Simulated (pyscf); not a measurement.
**Hydrogen abstraction: H₃Ge–SnH₃ + methyl (CH₃•) -> H₃Ge–SnH₂• + methane (CH₄)**

Gas phase, doublet surface, charge 0. Bonds broken: Sn1–H3. Bonds formed: H3–C9. PySCF, gas phase, ωB97X-D3(BJ)/def2-SVP geometries.

Transition state (Å):

```xyz
12

Sn    -0.4218    -0.9781     0.1876
Ge     0.9178     0.5182    -1.4164
H     -1.4322    -0.0064     1.2522
H     -1.4127    -2.0484    -0.7100
H      0.6507    -1.9219     1.1319
H      1.8300     1.4726    -0.6274
H      1.7987    -0.3225    -2.3558
H     -0.0311     1.3674    -2.2789
C     -2.5064     1.0127     2.3833
H     -3.3476     0.3203     2.4737
H     -2.6298     1.8868     1.7381
H     -1.8163     1.0929     3.2276
```

One imaginary mode, 308i cm⁻¹; descent along it reached the two sides named.

```csv
bond,change,reactant side (Å),saddle,product side
Sn1–H3,breaks,1.708,1.760,3.4
H3–C9,forms,3.4,1.863,1.102
```

Electronic energies relative to the separated reactants (kcal/mol):

```tsv
level	barrier	reaction energy	reverse barrier
ωB97X-D3(BJ)/def2-TZVP	2.0	-33.4	35.4
PBE/def2-TZVP	-1.5	-36.2	34.7
r²SCAN/def2-TZVP	0.9	-32.8	33.7
B3LYP-D3(BJ)/def2-TZVP	0.1	-34.4	34.5
PBE0-D3(BJ)/def2-TZVP	0.1	-34.5	34.6
M06-2X/def2-TZVP	2.1	-39.7	41.8
ωB97M-D3(BJ)/def2-TZVP	2.5	-35.1	37.6
HF/def2-TZVP	11.0	-26.9	37.8
```

With ωB97M-D3(BJ)/def2-TZVP energies and thermal terms (ideal gas, 1 atm, RRHO with modes under 100 cm⁻¹ raised to 100, one conformer, R ln 2 for chiral ones without a mode under 150 cm⁻¹), in kcal/mol:

| T (K) | ΔH‡ | ΔG‡ | ΔH | ΔG |
|---|---|---|---|---|
| 298 | 2.8 | 11.2 | -30.9 | -31.0 |
| 600 | 3.2 | 19.6 | -31.8 | -30.8 |
| 900 | 3.8 | 27.7 | -32.5 | -30.2 |
| 1200 | 4.5 | 35.5 | -32.9 | -29.4 |

At PBE this geometry lies under the reactants; that is no barrier but a single point on another level's saddle; such a level's own saddle, if it has one, lies nearer that side and is low. One saddle was located; it need not be the lowest between these sides. The angle at the transferred H is 180°. Elements up to Kr have no core potential and no relativistic terms here. Elements past Kr carry the def2 core potentials, without spin-orbit coupling.
